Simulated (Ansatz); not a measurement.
# Relaxing nickel (fcc)

Theory: DFT, r2SCAN, plane waves (500 eV) with PAW, scalar-relativistic in Ansatz. (PAW data from PBE, frozen cores regenerated.)

k-point mesh 13×13×9, Fermi-Dirac smearing 0.05 eV, starting moments 0.80, -0.80 μB. Cell and atoms relax.

Starting structure:

```
Ni
1.0
     2.49176    0.00000    0.00000
     0.00000    2.49176    0.00000
     0.00000    0.00000    3.52388
Ni
2
Direct
  0.00000 0.00000 0.00000
  0.50000 0.50000 0.50000
```

**Question.** What cell does the relaxation end in?

**Answer.** Fm-3m (spin ignored) with a = 3.477 Å; 10.51 Å³ per atom against 10.94 at the start (-3.9 %).

**Question.** How much energy does the relaxation gain?

**Answer.** 10.9 meV per atom.

**Question.** Which magnetic state does it end in?

**Answer.** ferromagnetic, net 0.73 μB per atom; moments -0.79 ×2 μB.
